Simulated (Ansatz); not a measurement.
A made-up structure of BSiH4O, doublet:

| atom | x (Å) | y (Å) | z (Å) |
| --- | --- | --- | --- |
| B1 | -0.9605 | 0.2193 | -0.6489 |
| Si2 | 0.7001 | -0.1531 | 0.4720 |
| O3 | 0.6337 | -1.7677 | 0.6801 |
| H4 | -1.7216 | -0.6206 | -1.0076 |
| H5 | -1.1306 | 1.3688 | -0.9344 |
| H6 | 0.5894 | 0.6344 | 1.7352 |
| H7 | 0.6620 | -2.6424 | 1.0986 |

It is relaxed with PBE-D4/def2-SVP and then PBE0-D4/def2-TZVP (Ansatz 0.2.0). Atoms count as bonded within 1.22 times the sum of their covalent radii (H–H: 0.88 Å). The end point is not checked to be a true minimum.

Problem. Does its bonding change? (Judge from chemistry; the calculation decides.)

Solution. By the calculation: No: no bond forms or breaks.

Where it ends: The first stage lowers the energy by 0.90 eV in 10 steps. It ends as BSiH₄O ([BH2][SiH][OH]):
```xyz
7
angstrom
B -1.0575 0.2845 -0.7196
Si 0.1513 -0.4040 0.5671
O 0.4644 -1.9991 0.7625
H -1.6574 -0.4314 -1.4613
H -1.1805 1.4735 -0.7422
H 0.9600 0.3700 1.5479
H 1.0922 -2.2547 1.4407
```

Labels in which every atom is bracketed show which atoms are joined, not bond orders.

For scale, one of the runs: PBE0-D4/def2-TZVP relaxation, 123 basis functions, launched by `ansatz run in.yaml --threads 2 --pin off --events-out ev --progress --plain --max-ram 4352MiB`. The run took about 17 s on 2 CPU threads of an Arm Neoverse V2 (shared host).
